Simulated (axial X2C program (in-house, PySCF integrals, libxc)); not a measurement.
**Correcting the dissociation energy of SiCl⁺ for spin–orbit coupling**

A spin-free CCSD(T) curve (one-electron X2C) was computed with an in-house relativistic program for diatomic molecules, basis Cl dyall-av3z [9s8p3d2f], Si dyall-v3z [8s7p2d1f] (cores contracted in-house), for the state M_S = 0, Λ = 0 (closed shell). It gives D0 = 4.958 eV to Cl + Si+, which in a spin-free picture are the weighted means of the ground terms.

Correlated methods: 10 electrons correlated (number of frozen shells: Cl 2 s, 1 p; Si 2 s, 1 p), 168 virtual spin orbitals or spinors in MP2, 88 natural virtuals in coupled cluster.

Measured levels of the ground terms (NIST Handbook of Basic Atomic Spectroscopic Data), in cm⁻¹: Cl 2P: J = 3/2 at 0, J = 1/2 at 882.4; Si+ 2P: J = 1/2 at 0, J = 3/2 at 287.2.

The molecular state has Λ = 0, so it has no first-order lowering.

Q: How far does each ground level lie under the (2J+1)-weighted mean of its term?

A: Cl: (4 × 0 + 2 × 882.4)/6 = 294 cm⁻¹; Si+: (2 × 0 + 4 × 287.2)/6 = 191 cm⁻¹.

Q: Correct D0.

A: D0 = 4.958 + (0 − 485)/8065.5 = 4.898 eV at CCSD(T) with these spin–orbit terms. The direct two-component run gives 4.903 eV; the difference holds second-order terms in the molecule, scalar two-electron terms, the gap between measured and computed atomic splittings (a 2c atom can miss part of its lowering) and, in coupled cluster, the truncation of each run.

Second-order spin–orbit effects in the molecule, which grow quickly with Z, are left out. The state is one determinant whose occupation by symmetry is held fixed; it was picked as the lowest of a PBE0 search that is not exhaustive. De is counted from the lowest determinant-based energies of the atoms at the same level, without counterpoise correction. CCSD and (T) use frozen natural virtuals with an MP2 correction for the truncation; (T) itself is uncorrected, so its De runs slightly low.
